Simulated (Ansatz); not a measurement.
# C2H6N2: the cost of one run

Method: RKS PBE0-D4/def2-SVP, in Ansatz 0.2.0.

**1. The starting structure**

Bond lengths: C1–C2 1.500 Å, C2–N3 1.262 Å, C2–N4 1.372 Å, C1–H5 1.085 Å, C1–H6 1.089 Å, C1–H7 1.089 Å, N3–H8 1.018 Å, N4–H9 1.007 Å, N4–H10 1.005 Å. Angles: C1–C2–N3 119.4°, C1–C2–N4 114.6°, N3–C2–N4 125.9°, C2–C1–H5 109.1°, C2–C1–H6 110.0°, C2–C1–H7 110.3°, H5–C1–H6 109.5°, H5–C1–H7 109.4°, H6–C1–H7 108.6°, C2–N3–H8 114.8°, C2–N4–H9 118.9°, C2–N4–H10 120.0°, H9–N4–H10 116.6°.

Coordinates:

```xyz
10

C    -0.6993    0.2561   -1.0114
C    -0.0144   -0.3137    0.1951
N    -0.2721   -1.4962    0.5537
N     0.8237    0.5588    0.8423
H    -1.3639   -0.4930   -1.4280
H    -1.2750    1.1365   -0.7309
H     0.0356    0.5450   -1.7615
H     0.2265   -1.8084    1.3840
H     1.4261    0.2075    1.5680
H     1.1128    1.4074    0.3887
```

**2. Relaxing end A**

The input, input.yaml:

```yaml
crystal:
  periodic: [false, false, false]
  atoms:
    - { symbol: C, position_ang: [-0.69933, 0.25609, -1.01139] }
    - { symbol: C, position_ang: [-0.01438, -0.3137, 0.19511] }
    - { symbol: "N", position_ang: [-0.27213, -1.49616, 0.55373] }
    - { symbol: "N", position_ang: [0.82369, 0.55884, 0.84227] }
    - { symbol: H, position_ang: [-1.36393, -0.49299, -1.42803] }
    - { symbol: H, position_ang: [-1.27496, 1.13648, -0.73091] }
    - { symbol: H, position_ang: [0.03561, 0.54496, -1.76153] }
    - { symbol: H, position_ang: [0.22649, -1.80836, 1.38404] }
    - { symbol: H, position_ang: [1.42611, 0.20747, 1.56805] }
    - { symbol: H, position_ang: [1.11282, 1.40738, 0.38866] }
basis:
  gaussian: { orbitals: def2-SVP }
hamiltonian:
  xc: pbe0
  dispersion: d4
relax:
  f_tol: 0.015
  max_steps: 40
output:
  orbitals: {}
```

Run with:

```console
$ ansatz run input.yaml --threads 1 --pin off --max-ram 2048MiB --backend cpu --events-out ev --progress --plain --runs-dir out
```

Q: Estimate wall time and peak memory on 1 thread of Arm Neoverse V2, shared host.

About 18 s, with a peak of 0.16 GiB.
